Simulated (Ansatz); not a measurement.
# P2Si: the cost of one run

The runs use Ansatz 0.2.0, Gaussian basis; cc-pVTZ, core rule «outside noble gas», up to 15 orbitals frozen.

To be run: UHF; CCSD(T) on ROHF; CCSD(T) on UHF; BCCD(T) on ROHF; CCSDT(Q) on ROHF; CCSDT(Q) on UHF; CASSCF and NEVPT2, 13 electrons in 12 orbitals.

3 further runs of the same task are left out: 3 set aside as unsound or not needed.

## 1. What is computed

The geometry is a PBE0/def2-TZVP stationary point (not a proven minimum) of the parent state, kept for this charge and spin.

3 atoms, charge 1, spin multiplicity 2.

Atoms are counted from 1 here; the program's logs count them from 0.

Bond lengths: P1–Si2 2.037 Å, Si2–P3 2.037 Å. Angles: P1–Si2–P3 180.0°.

Coordinates:

```xyz
3
P2Si
P     0.0000    0.0000    2.0373
Si    0.0000    0.0000    0.0000
P     0.0000    0.0000   -2.0373
```

## 2. UHF

in.yaml reads:

```yaml
crystal:
  periodic: [false, false, false]
  atoms:
    - {symbol: P, position_ang: [0.000000, 0.000000, 2.037300]}
    - {symbol: Si, position_ang: [0.000000, 0.000000, 0.000000]}
    - {symbol: P, position_ang: [0.000000, 0.000000, -2.037300]}
basis:
  gaussian: {orbitals: cc-pVTZ}
total_charge: 1
magnetization: {spin_polarized: true, initial_magnetization: 1}
hamiltonian: {xc: hf}
output: {orbitals: {seedname: orbitals}}
```

The run is started by

```console
ansatz run in.yaml --threads 1 --pin off --events-out ev --progress --plain --max-ram 2560MiB --backend cpu
```

**Question.** How long does this run take on 1 thread of AMD EPYC 7R13, shared host, and how much memory does it need?

About 16 s, with a peak of 0.35 GiB.
